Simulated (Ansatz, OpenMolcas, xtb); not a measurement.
C3H3N (SMILES C=CC#N): methods side by side

The species is C3H3N (7 atoms), meant as a singlet with charge 0. As SMILES, `C=CC#N`. Geometry: relaxed at PBE0-D4/def2-TZVP.

Quantity: the atomisation enthalpy at 298 K, in kJ/mol. The values are calculated. The thermal term (zero-point and 298 K enthalpy, harmonic and unscaled) is that of PBE0-D4/def2-TZVP; the spin-orbit lowering of the free atoms at 298 K, 0.0 kJ/mol by their spectra, is taken off.

Measured value to compare with: CRC Handbook of Chemistry and Physics gives the atomisation enthalpy at 298 K of the gas as 3096 kJ/mol.

| level | kind | program | value (kJ/mol) | computed − measured |
| --- | --- | --- | --- | --- |
| GFN2-xTB | semi-empirical | xtb | 4162 | +1066 |
| HF/6-311+G** | Hartree–Fock | OpenMolcas | 2109 | -987 |
| SVWN5/6-311+G** | LDA | OpenMolcas | 3553 | +457 |
| BLYP/6-311+G** | GGA | OpenMolcas | 3082 | -14 |
| r2SCAN/6-311+G** | meta-GGA | OpenMolcas | 3055 | -41 |
| PBE0/6-311+G** | global hybrid | OpenMolcas | 3082 | -14 |

Nearest: PBE0/6-311+G** (-14 kJ/mol); farthest: GFN2-xTB (+1066 kJ/mol). Computed less measured by kind, in kJ/mol (6-311+G** rows): semi-empirical +1066; Hartree–Fock -987; LDA +457; GGA -14; meta-GGA -41; global hybrid -14. The xTB rows lack spin polarisation, so open shells miss the exchange term that lowers them.
